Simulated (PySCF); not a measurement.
Species: carbon trimer, C₃ (singlet state).
Bonds: C1–C2 (double), C2–C3 (double).

The same species was optimised twice, with GFN2-xTB and with PBE0-D3(BJ)/def2-SVP (PySCF), and the same property calculations (PySCF, gas phase) were run on both structures.

| coordinate | GFN2-xTB | PBE0-D3(BJ)/def2-SVP | change |
| --- | --- | --- | --- |
| C2=C3 (Å) | 1.288 | 1.297 | +0.009 |
| C1=C2 (Å) | 1.288 | 1.297 | +0.009 |
| C1–C2–C3 (°) | 178.4 | 180.0 | +1.6 |

Rotational constants: B = 12698 MHz (linear) (GFN2-xTB) against B = 12515 MHz (linear) (PBE0-D3(BJ)/def2-SVP). Point groups within 0.08 Å: D∞h and D∞h.

On the GFN2-xTB structure: HOMO (eV) -9.50 [PBE0/pcSseg-1]; LUMO (eV) -4.46 [PBE0/pcSseg-1]; GIAO shielding of C1/C3 (mean) (ppm) -194.0 [PBE0/pcSseg-1]; GIAO shielding of C2 (ppm) 28.1 [PBE0/pcSseg-1].

Problem. What do these properties become on the PBE0-D3(BJ)/def2-SVP structure?

Solution. 
```tsv
property	level	on GFN2-xTB	on PBE0-D3(BJ)/def2-SVP	change
HOMO (eV)	PBE0/pcSseg-1	-9.50	-9.51	-0.01
LUMO (eV)	PBE0/pcSseg-1	-4.46	-4.48	-0.02
energy, GFN2-xTB geometry as zero (kcal/mol)	PBE0/pcSseg-1	0.0	0.0	0.0
GIAO shielding of C1/C3 (mean) (ppm)	PBE0/pcSseg-1	-194.0	-190.5	+3.5
GIAO shielding of C2 (ppm)	PBE0/pcSseg-1	28.1	25.9	-2.2
```

The heavy atoms differ by 0.011 Å rms after alignment. Among all bonds C1=C2 and C2=C3 change most and about equally (+0.009 Å). Changes are differences of the printed values. Neither structure is proved a minimum here.
